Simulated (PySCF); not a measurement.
Cl4Si. Atoms are numbered in the order given.

```xyz
5

Cl     1.1814    -1.1814     1.1814
Si     0.0000     0.0000     0.0000
Cl    -1.1814    -1.1814    -1.1814
Cl    -1.1814     1.1814     1.1814
Cl     1.1814     1.1814    -1.1814
```
Charge 0, spin multiplicity 1.

Geometry optimised at B3LYP-D3(BJ)/def2-SVP. The isomer is the one that the SMILES or the coordinates give; other isomers of the formula were not compared.

Method: B3LYP/pcSseg-1 run with PySCF.

GIAO shieldings, no solvent; atoms alike by connectivity are averaged. δ = σ(ref) − σ: ³⁵Cl against HCl (σ = 933.3 ppm); ²⁹Si against TMS (σ = 338.7 ppm), references at their B3LYP-D3(BJ)/def2-TZVP geometries, non-relativistic (without spin–orbit terms, shifts of atoms bonded to Cl or Br come out too high).

**Question.** Estimate the chemical shifts. (Estimate from the structure and the level; the computed values follow.)

**Answer.** 
```tsv
nucleus	atoms	count	δ (ppm)
³⁵Cl	Cl1, Cl3, Cl4, Cl5	4	208.6
²⁹Si	Si2	1	23.7
```
